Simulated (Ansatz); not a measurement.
in.yaml

```yaml
crystal:
  periodic: [false, false, false]
  atoms:
    - {symbol: C, position_ang: [0.000000, 0.005146, 2.351390]}
    - {symbol: Ga, position_ang: [0.000000, 0.015029, 0.439090]}
    - {symbol: P, position_ang: [0.000000, -0.079744, -1.839941]}
    - {symbol: H, position_ang: [0.000000, 1.349568, -1.851901]}
basis:
  gaussian: {orbitals: cc-pVDZ, point_charges: [{charge: -0.50, position_ang: [4.602, 0.954, 0.582]}]}
magnetization: {spin_polarized: true, initial_magnetization: 1}
correlation: {method: mp2, electrons: valence}
output: {forces: true}
```

```sh
$ ansatz run in.yaml --threads 1 --pin off --events-out ev --progress --plain --max-ram 2393MiB
```

Task: Roughly how long does this take on 1 thread of Arm Neoverse V1, shared host, and how much host memory?

Result: 19 s wall and 0.15 GiB.

```
695 factors; integrals over basis functions are off by at most 9.7e-4 eV
mean field evaluation 1: about -62643.4406 eV, gradient 1.5e1 eV
mean field evaluation 2: about -62643.4459 eV, gradient 1.5e1 eV
mean field evaluation 4: about -62645.8329 eV, gradient 2.9e0 eV
mean field evaluation 8: about -62646.0408 eV, gradient 2.4e-1 eV
mean field evaluation 16: about -62646.8907 eV, gradient 1.5e0 eV
mean field evaluation 32: about -62646.9125 eV, gradient 4.0e-1 eV
mean field evaluation 64: about -62646.6820 eV, gradient 1.8e0 eV
mean field evaluation 96: about -62645.5321 eV, gradient 5.4e0 eV
mean field evaluation 128: about -62646.3782 eV, gradient 8.6e-1 eV
mean field evaluation 160: about -62646.0053 eV, gradient 9.4e-1 eV
mean field evaluation 192: about -62646.1907 eV, gradient 9.6e-1 eV
mean field -62646.95299408 eV, -2302.2330589027 hartree, gradient 1.7e-6 eV, S^2 1.775428; 18 other end points of the search recorded, 0 dependent functions left out
15 core orbitals not correlated: weight in the atoms' cores, before any rotation towards them, 1.000 or more for the frozen orbitals, at most 0.000 for the correlated occupied ones
reference -62646.95299408 eV, -2302.2330589027 hartree; 12, 11 occupied and 37, 38 virtual orbitals, 695 factors
second order -6.92351353 eV of doubles, -0.00000000 eV of singles
the calculation of the forces begins
Total energy: -62653.87650761 eV, -2302.4874933319 hartree
Atom 0 at     0.000000     0.005146     2.351390 Å, force    -0.092492    -0.008947    -0.313853 eV/Å
Atom 1 at     0.000000     0.015029     0.439090 Å, force     0.134885     0.006903     0.879966 eV/Å
Atom 2 at     0.000000    -0.079744    -1.839941 Å, force    -0.005628    -0.086103    -0.488020 eV/Å
Atom 3 at     0.000000     1.349568    -1.851901 Å, force     0.015830     0.093973    -0.032932 eV/Å
Dipole moment:     0.122500     0.129964    -0.709798 e Å
```

Forces (eV/Å):
```
C   -0.092 -0.009 -0.314
Ga   0.135  0.007  0.880
P   -0.006 -0.086 -0.488
H    0.016  0.094 -0.033
```
